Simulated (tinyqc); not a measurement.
Worked calculation: RKS/PBE0 in the sto-3g basis, for HF, spin multiplicity 1. One step of it, computed by the program tinyqc.

Task: Iteration 2: DIIS coefficients. Solve [B -1; -1 0][c; lambda] = [0; -1] for the coefficients, which sum to one.

B (overlaps of the stored error matrices):
```
                1               2
1   2.7449098e-01  -3.2361086e-01
2  -3.2361086e-01   6.2203670e-01
```

Give: DIIS coefficients.

Result:

DIIS coefficients: 0.613  0.387
